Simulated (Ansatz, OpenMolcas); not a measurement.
CH8BN (SMILES [BH3-][NH2+]C): methods side by side

CH8BN: 11 atoms, total charge 0, spin state singlet. As SMILES, `[BH3-][NH2+]C`. The shape is that of a PBE0-D4/def2-TZVP optimisation.

Quantity: the vertical energy of the triplet above the singlet, in eV. The values are calculated.

```tsv
level	kind	program	value (eV)	less CCSD(T)/cc-pVDZ
SVWN5/cc-pVDZ	LDA	OpenMolcas	6.98	-1.13
M06-L/cc-pVDZ	meta-GGA	OpenMolcas	7.79	-0.32
B3LYP/cc-pVDZ	global hybrid	Ansatz	7.51	-0.60
CAM-B3LYP/cc-pVDZ	range-separated hybrid	Ansatz	7.77	-0.34
HSE06/cc-pVDZ	range-separated hybrid	Ansatz	7.55	-0.56
RPA@PBE/cc-pVDZ	RPA	Ansatz	7.58	-0.53
CCSD(T)/cc-pVDZ, open shells restricted	coupled cluster or CI	OpenMolcas	8.11	0.00
CCSD(T)/cc-pVDZ	coupled cluster or CI	Ansatz	8.11	0.00
```

Differences are taken from CCSD(T)/cc-pVDZ, open shells restricted for orientation; it has basis-set and higher-order errors of its own. The values span 6.98 to 8.11 eV. A triplet this far above the singlet is often a Rydberg-like or dissociative state; sets without diffuse functions put Rydberg states too high. The second state's dipole differs much between rows, so they may not all be the same state.
